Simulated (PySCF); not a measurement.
PySCF input (M06-2X/def2-TZVPD):

```python
from pyscf import gto, scf, dft

mol = gto.M(
    atom='''
    Na   -0.00000000   -0.00000000   -1.43481058
    Cl    0.00000000    0.00000000    0.92840684
    ''',
    basis='def2-tzvpd',
    charge=0,
    spin=0,
    verbose=4,
)

mf = dft.RKS(mol, xc='m062x').density_fit(auxbasis='def2-universal-jkfit')
mf.grids.level = 4
mf.conv_tol = 1e-9
mf.max_cycle = 100
mf.max_memory = 1500
mf.kernel()
if not mf.converged:
    mf = mf.newton()
    mf.kernel(mf.make_rdm1())
mf.analyze()
```

End of the output:

```
Extra cycle  E= -622.53591108847  delta_E= -4.43e-11  |g|= 4.29e-06  |ddm|= 3.29e-05
converged SCF energy = -622.53591108847
**** SCF Summaries ****
Total Energy =                        -622.535911088469902
Nuclear Repulsion Energy =              41.873480452780342
One-electron Energy =                 -949.001704225724438
Two-electron Energy =                  284.592312684474223
Two-electron Coulomb Energy =          327.345398166611403
DFT Exchange-Correlation Energy =      -42.753085482137173
HOMO-LUMO gap [eV] =                     6.160050769892339
**** MO energy ****
MO #1   energy= -102.516551666305  occ= 2
MO #2   energy= -39.1965728000242  occ= 2
MO #3   energy= -9.67962085373206  occ= 2
MO #4   energy= -7.39875212307309  occ= 2
MO #5   energy= -7.39819600321887  occ= 2
MO #6   energy= -7.39819600321884  occ= 2
MO #7   energy= -2.45050500289822  occ= 2
MO #8   energy= -1.32928075100097  occ= 2
MO #9   energy= -1.32928075100097  occ= 2
MO #10  energy= -1.32810628930094  occ= 2
MO #11  energy= -0.7784118947012   occ= 2
MO #12  energy= -0.303326098724288 occ= 2
MO #13  energy= -0.286903766285242 occ= 2
MO #14  energy= -0.286903766285241 occ= 2
MO #15  energy= -0.0605260740440308 occ= 0
MO #16  energy= -0.0048329590533994 occ= 0
MO #17  energy= -0.0048329590533262 occ= 0
MO #18  energy= 0.00999984092159083 occ= 0
MO #19  energy= 0.032428850261195  occ= 0
MO #20  energy= 0.0376498672908279 occ= 0
MO #21  energy= 0.0376498672908533 occ= 0
MO #22  energy= 0.0696221452313647 occ= 0
MO #23  energy= 0.0879235499794877 occ= 0
MO #24  energy= 0.104263943343819  occ= 0
MO #25  energy= 0.104263943343824  occ= 0
MO #26  energy= 0.177877240358764  occ= 0
MO #27  energy= 0.17787724035878   occ= 0
MO #28  energy= 0.191329173778699  occ= 0
MO #29  energy= 0.191329500101569  occ= 0
MO #30  energy= 0.193305212168798  occ= 0
MO #31  energy= 0.230714729999366  occ= 0
MO #32  energy= 0.230714729999391  occ= 0
MO #33  energy= 0.242866936621206  occ= 0
MO #34  energy= 0.294839731789247  occ= 0
MO #35  energy= 0.294840738275224  occ= 0
MO #36  energy= 0.321338021742335  occ= 0
MO #37  energy= 0.387996330188782  occ= 0
MO #38  energy= 0.387996330188816  occ= 0
MO #39  energy= 0.391542584167379  occ= 0
MO #40  energy= 0.613767065389937  occ= 0
MO #41  energy= 0.613767065389951  occ= 0
MO #42  energy= 0.704366992276178  occ= 0
MO #43  energy= 0.739891200239689  occ= 0
MO #44  energy= 0.739925160432205  occ= 0
MO #45  energy= 0.742472340345731  occ= 0
MO #46  energy= 0.742472340345742  occ= 0
MO #47  energy= 0.776155873628213  occ= 0
MO #48  energy= 1.02809972368332   occ= 0
MO #49  energy= 1.05363138786061   occ= 0
MO #50  energy= 1.0536320509943    occ= 0
MO #51  energy= 1.07097701543138   occ= 0
MO #52  energy= 1.0709770154314    occ= 0
MO #53  energy= 1.16242696663972   occ= 0
MO #54  energy= 1.25965043209836   occ= 0
MO #55  energy= 1.25965043209839   occ= 0
MO #56  energy= 1.31766091230014   occ= 0
MO #57  energy= 2.05233715143821   occ= 0
MO #58  energy= 2.05242395923609   occ= 0
MO #59  energy= 2.08000528961823   occ= 0
MO #60  energy= 2.08000528961825   occ= 0
MO #61  energy= 2.14442784865993   occ= 0
MO #62  energy= 2.22744601475372   occ= 0
MO #63  energy= 2.22751829210048   occ= 0
MO #64  energy= 2.23091754803427   occ= 0
MO #65  energy= 2.23091754803431   occ= 0
MO #66  energy= 2.2521636884518    occ= 0
MO #67  energy= 2.25216368845181   occ= 0
MO #68  energy= 2.35419982400769   occ= 0
MO #69  energy= 2.42429477867079   occ= 0
MO #70  energy= 2.42429477867086   occ= 0
MO #71  energy= 2.60079357528138   occ= 0
MO #72  energy= 3.72040010398236   occ= 0
MO #73  energy= 5.76321748255976   occ= 0
MO #74  energy= 5.76321846486791   occ= 0
MO #75  energy= 5.78293503890816   occ= 0
MO #76  energy= 5.78293503890818   occ= 0
MO #77  energy= 5.85058882845756   occ= 0
MO #78  energy= 10.9606697306797   occ= 0
MO #79  energy= 10.9606697306797   occ= 0
MO #80  energy= 11.100642213728    occ= 0
MO #81  energy= 25.0564554551123   occ= 0
 ** Mulliken pop on meta-lowdin orthogonal AOs  **
 ** Mulliken pop  **
pop of  0 Na 1s           1.99999
pop of  0 Na 2s           1.99953
pop of  0 Na 3s           0.13077
pop of  0 Na 4s           0.00117
pop of  0 Na 5s           0.00179
pop of  0 Na 2px          1.99982
pop of  0 Na 2py          1.99982
pop of  0 Na 2pz          1.99969
pop of  0 Na 3px          0.00377
pop of  0 Na 3py          0.00377
pop of  0 Na 3pz          0.00127
pop of  0 Na 4px          0.00027
pop of  0 Na 4py          0.00027
pop of  0 Na 4pz          0.00095
pop of  0 Na 5px          0.00130
pop of  0 Na 5py          0.00130
pop of  0 Na 5pz          0.00059
pop of  0 Na 6px          0.00001
pop of  0 Na 6py          0.00001
pop of  0 Na 6pz          0.00011
pop of  0 Na 3dxy         0.00000
pop of  0 Na 3dyz         0.00240
pop of  0 Na 3dz^2        0.00014
pop of  0 Na 3dxz         0.00240
pop of  0 Na 3dx2-y2      0.00000
pop of  0 Na 4dxy         0.00000
pop of  0 Na 4dyz         0.00028
pop of  0 Na 4dz^2        0.00048
pop of  0 Na 4dxz         0.00028
pop of  0 Na 4dx2-y2      0.00000
pop of  0 Na 5dxy         0.00000
pop of  0 Na 5dyz         0.00002
pop of  0 Na 5dz^2        0.00059
pop of  0 Na 5dxz         0.00002
pop of  0 Na 5dx2-y2      0.00000
pop of  1 Cl 1s           1.99999
pop of  1 Cl 2s           1.99976
pop of  1 Cl 3s           1.94772
pop of  1 Cl 4s           0.00130
pop of  1 Cl 5s           0.00022
pop of  1 Cl 6s           0.00010
pop of  1 Cl 2px          1.99998
pop of  1 Cl 2py          1.99998
pop of  1 Cl 2pz          1.99998
pop of  1 Cl 3px          1.98087
pop of  1 Cl 3py          1.98087
pop of  1 Cl 3pz          1.90462
pop of  1 Cl 4px          0.00784
pop of  1 Cl 4py          0.00784
pop of  1 Cl 4pz          0.00396
pop of  1 Cl 5px          0.00027
pop of  1 Cl 5py          0.00027
pop of  1 Cl 5pz          0.00028
pop of  1 Cl 6px          0.00007
pop of  1 Cl 6py          0.00007
pop of  1 Cl 6pz          0.00059
pop of  1 Cl 7px          0.00001
pop of  1 Cl 7py          0.00001
pop of  1 Cl 7pz          0.00018
pop of  1 Cl 3dxy         0.00000
pop of  1 Cl 3dyz         0.00173
pop of  1 Cl 3dz^2        0.00321
pop of  1 Cl 3dxz         0.00173
pop of  1 Cl 3dx2-y2      0.00000
pop of  1 Cl 4dxy         0.00000
pop of  1 Cl 4dyz         0.00091
pop of  1 Cl 4dz^2        0.00089
pop of  1 Cl 4dxz         0.00091
pop of  1 Cl 4dx2-y2      0.00000
pop of  1 Cl 5dxy         0.00000
pop of  1 Cl 5dyz         0.00039
pop of  1 Cl 5dz^2        0.00010
pop of  1 Cl 5dxz         0.00039
pop of  1 Cl 5dx2-y2      0.00000
pop of  1 Cl 4f-3         0.00000
pop of  1 Cl 4f-2         0.00000
pop of  1 Cl 4f-1         0.00004
pop of  1 Cl 4f+0         0.00006
pop of  1 Cl 4f+1         0.00004
pop of  1 Cl 4f+2         0.00000
pop of  1 Cl 4f+3         0.00000
 ** Mulliken atomic charges  **
charge of    0Na =      0.84718
charge of    1Cl =     -0.84718
Dipole moment(X, Y, Z, Debye):  0.00000, -0.00000, -8.92569
```
